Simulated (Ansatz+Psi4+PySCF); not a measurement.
# doublet H₂O(+): levels of theory in one basis

```
atom    x (Å)    y (Å)    z (Å)
   O  -0.0099  -0.0011   0.1198
   H   0.0035   0.7550  -0.4726
   H  -0.0027  -0.7727  -0.4790
```

Basis set: cc-pVTZ (spherical functions). Left uncorrelated: 1 orbital. Correlation on ROHF uses semicanonical orbitals with singles. Charge 1, multiplicity 2.

Computed with Ansatz (development build ahead of 0.2.0) and Psi4 1.11; each method stands on the lowest determinant of its kind that the runs found.

```tsv
method	E − E(ROHF) (eV)	<S²> of the determinant
ROHF	0.00	0.75
UHF	-0.14	0.76
ROHF-MP2	-5.53	–
UHF-MP2	-5.52	0.76
ROHF-CCSD	-5.93	–
UHF-CCSD	-5.94	0.76
ROHF-CCSD(T)	-6.07	–
UHF-CCSD(T)	-6.07	0.76
```
